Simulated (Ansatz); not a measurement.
**Reading a saddle point**

A first-order saddle point of SiNH5, singlet, PBE0-D4/def2-TZVP, with one imaginary mode of 1380i cm⁻¹:

```tsv
atom	x (Å)	y (Å)	z (Å)
Si1	-0.5463	-0.1012	-0.0668
H2	0.4939	-0.5530	1.2974
N3	0.5900	0.9225	-0.6246
H4	0.9243	0.0012	0.6759
H5	-1.6886	0.3954	0.7410
H6	-0.8494	-1.4902	-0.5206
H7	1.0762	0.8255	-1.5024
```

Program: Ansatz 0.2.0. Basis: def2-TZVPP and def2-QZVPP. Cores are frozen in the correlated methods. Extrapolation: Hartree–Fock as exp(−7.88 √X), correlation as X^−2.97.

(1) Which contacts change along the imaginary mode, and what lies on either side? (A judgement: the text doesn't fix the answer.)

(2) Which side is lower, and how far does the saddle lie above each? (Judge from chemistry; the value comes from the calculation.)

The T1 diagnostic stays at or below 0.018.

Answers

(1) The calculation gives: The step is SiNH₅ ([NH2][SiH3]) → SiNH₃ ([NH][SiH2]) + H₂, with the molecules in contact on both sides. Shortening one way: H2–H4; lengthening the same way: Si1–H2, N3–H4.
```tsv
pair	one side (Å)	saddle (Å)	other side (Å)
H2–H4	2.88	0.94	0.75
Si1–H2	1.49	1.77	3.24
N3–H4	1.01	1.63	3.67
```

(2) Computed: The side with Si1–H2, N3–H4 short is lower by 2.431 eV; the saddle lies 3.631 eV above it and 1.199 eV above the other (CCSD(T) at an estimated basis limit (MP2 extrapolated from triple and quadruple zeta, plus CCSD(T) − MP2 in triple zeta); electronic energies).

Labels in which every atom is bracketed show which atoms are joined, not bond orders.

For scale, one of the runs: CCSD(T)/def2-TZVPP, 143 basis functions, launched by `ansatz run in.yaml --threads 2 --pin off --events-out ev --progress --plain --max-ram 4352MiB`. The run took 11 s on 2 CPU threads of an Intel Xeon Platinum 8375C (shared host), with 0.8 GiB of host memory at its peak.
